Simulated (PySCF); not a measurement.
PySCF job for chloromethane (CH3Cl), SMILES ClC, PBE0/pcJ-1. The structure is a stationary point at ωB97X-D3(BJ)/def2-TZVP.

```python
import numpy as np
from pyscf import gto, scf, dft
from pyscf.prop.ssc import rks as ssc

mol = gto.M(
    atom='''
    C     0.00000000   -0.00000000   -1.12201564
    Cl   -0.00000000    0.00000000    0.65521524
    H     0.89277947    0.51544647   -1.46885506
    H    -0.00000000   -1.03089294   -1.46885506
    H    -0.89277948    0.51544648   -1.46885507
    ''',
    basis='pcJ-1',
    charge=0,
    spin=0,
    max_memory=1600,
    verbose=3,
)
mf = dft.RKS(mol, xc='pbe0')
mf.grids.level = 3
mf.conv_tol = 1e-10
mf.max_cycle = 100
mf.kernel()
j = ssc.SSC(mf)
j.with_fcsd = True
j.max_cycle_cphf = 80
j.conv_tol = 1e-7
e11 = j.kernel()
```

Output:

```
converged SCF energy = -496.992197610893
Reduced spin-spin coupling constant K (Hz)
               #0        #1        #2        #3        #4
        0 C    0.00000
        1 Cl -22.75111   0.00000
        2 H   18.71083   1.48014   0.00000
        3 H   18.71075   1.47973  -0.37612   0.00000
        4 H   18.71072   1.47962  -0.37613  -0.37612   0.00000
Spin-spin coupling constant J (Hz)
               #0        #1        #2        #3        #4
        0 C    0.00000
        1 Cl -17.51211   0.00000
        2 H  146.82234   4.52997   0.00000
        3 H  146.82166   4.52869 -11.73503   0.00000
        4 H  146.82142   4.52837 -11.73511 -11.73487   0.00000
```

Self-consistency was reached.
